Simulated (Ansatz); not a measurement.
Born–Oppenheimer molecular dynamics of BFH₅N (8 atoms, charge 0, multiplicity 1). It starts at the highest image of a converged band. Of that band: Neighbouring images differ by up to 1.3 eV, so the band resolves the path poorly. A vibrational analysis at the climbing image gives one clearly imaginary mode, 1208i cm⁻¹: a first-order saddle point.

Method: Ansatz 0.2.0, RKS LDA/6-31G*.

- ensemble: NVE (velocity Verlet)
- time step: 0.5 fs
- steps asked: 200
- starting velocities drawn for: 100 K
- seed: 10781

First frame:

```xyz
8
Properties=species:S:1:pos:R:3
B 0.000 -0.355 0.101
H -0.350 0.288 1.325
H 1.052 0.190 -0.162
F -1.066 -0.198 -0.716
N 0.197 -1.767 0.698
H -0.617 -2.387 0.663
H 1.077 -2.255 0.520
H -0.090 -0.679 1.503
```

(1) How far do the bonds stretch over the last three quarters of this one trajectory? (Pairs bonded in most of those frames.)

Results:

(1) 
| bond | mean (Å) | spread (Å) | shortest | longest |
| --- | --- | --- | --- | --- |
| B1–H3 | 1.214 | 0.005 | 1.21 | 1.22 |
| B1–F4 | 1.335 | 0.024 | 1.29 | 1.38 |
| B1–N5 | 1.401 | 0.013 | 1.37 | 1.43 |
| H2–H8 | 0.773 | 0.036 | 0.72 | 0.83 |
| N5–H6 | 1.027 | 0.008 | 1.01 | 1.05 |
| N5–H7 | 1.025 | 0.007 | 1.01 | 1.04 |

Mean temperature of the second half: 1366 K. The conserved energy stayed within 0.14 meV per atom of its start (net change 0.021 meV per atom), so the integration is sound. The kinetic energy rose, since the run started high on the potential surface and went downhill. It ends in pieces (BFH3N + H2), so much of that is their flight and rotation, not heat. A run of 0.1 ps of so small a system gives no equilibrium averages. The orbitals stay closed-shell, which can raise the energy where a bond breaks towards radicals; this wasn't checked here.

The run took 2.3 min on 1 thread of Arm Neoverse V1 (shared host), peak memory 0.093 GiB.
